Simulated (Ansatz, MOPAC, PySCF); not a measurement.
Molecule: NH₄, net charge 1, singlet state. SMILES: [NH4+]
Structure (B3LYP-D3(BJ)/def2-TZVP (Ansatz, a quantum-chemistry and plane-wave program) minimum search):
```
N
H 1 1.0250
H 1 1.0250 2 109.47
H 1 1.0250 2 109.47 3 120.00
H 1 1.0250 2 109.47 4 120.00
```
Charge +1, spin multiplicity 1.

Unscaled harmonic wavenumbers (cm⁻¹) in rising order, each level at the stationary point that it reaches from this structure (no distance between atoms moves by over 0.3 Å); the order of modes can differ between levels, and a negative number is imaginary. B3LYP-D3(BJ)/def2-TZVP (PySCF, at the structure above): 1487, 1487, 1487, 1720, 1720, 3361, 3461, 3461, 3461.

AM1 (MOPAC): 1616, 1616, 1616, 1672, 1672, 3222, 3222, 3222, 3409. Zero-point energy 30.4 against 30.9 kcal/mol; where all levels lie over 400 cm⁻¹, the wavenumbers are on average 1.001 times those of B3LYP-D3(BJ)/def2-TZVP.

PM6 (MOPAC): 1495, 1495, 1495, 1599, 1599, 2673, 2673, 2673, 2734. Zero-point energy 26.4 against 30.9 kcal/mol; where all levels lie over 400 cm⁻¹, the wavenumbers are on average 0.890 times those of B3LYP-D3(BJ)/def2-TZVP.

PM7 (MOPAC): 1541, 1541, 1541, 1618, 1618, 2609, 2609, 2609, 2719. Zero-point energy 26.3 against 30.9 kcal/mol; where all levels lie over 400 cm⁻¹, the wavenumbers are on average 0.896 times those of B3LYP-D3(BJ)/def2-TZVP.

B3LYP/6-31G* (Ansatz): 1522, 1522, 1522, 1752, 1752, 3364, 3484, 3484, 3484. Zero-point energy 31.3 against 30.9 kcal/mol; where all levels lie over 400 cm⁻¹, the wavenumbers are on average 1.014 times those of B3LYP-D3(BJ)/def2-TZVP.
